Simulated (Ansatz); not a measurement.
Born–Oppenheimer molecular dynamics of BH₃OS (6 atoms, charge 0, multiplicity 1). It starts at the highest image of a converged band, a first-order saddle point between two minima.

Theory: UKS PBE-D4/cc-pVDZ in Ansatz.

```json
{"ensemble": "NVE (velocity Verlet)", "time step": "0.5 fs", "steps asked": "200", "starting velocities drawn for": "300 K", "seed": "5144"}
```

First frame:

```xyz
6
Properties=species:S:1:pos:R:3
B -0.344 0.750 -0.328
S 1.164 -0.630 0.472
O -0.917 -0.040 -1.158
H 0.094 -0.922 -0.602
H -0.318 1.861 0.138
H 0.321 -1.018 1.478
```

(1) How far do the bonds stretch over the last three quarters of this one trajectory? (Pairs bonded in most of those frames.)

Answers

(1) 
| bond | mean (Å) | spread (Å) | shortest | longest |
| --- | --- | --- | --- | --- |
| B1–S2 | 1.901 | 0.147 | 1.70 | 2.15 |
| B1–O3 | 1.377 | 0.087 | 1.22 | 1.53 |
| B1–H5 | 1.222 | 0.050 | 1.14 | 1.31 |
| S2–H6 | 1.380 | 0.012 | 1.35 | 1.40 |
| O3–H4 | 0.996 | 0.066 | 0.89 | 1.10 |

Mean temperature of the second half: 1784 K. The conserved energy stayed within 0.8 meV per atom of its start (net change 0.07 meV per atom), so the integration is sound. The system heated up, since it started high on the potential surface and ran downhill. A run of 0.1 ps of so small a system gives no equilibrium averages. The orbitals stay closed-shell, which can raise the energy where a bond breaks towards radicals; this wasn't checked here.

Run time: 2.2 min on 2 threads of Intel(R) Xeon(R) Platinum 8488C (Sapphire Rapids), on a shared host, peak memory 0.14 GiB.
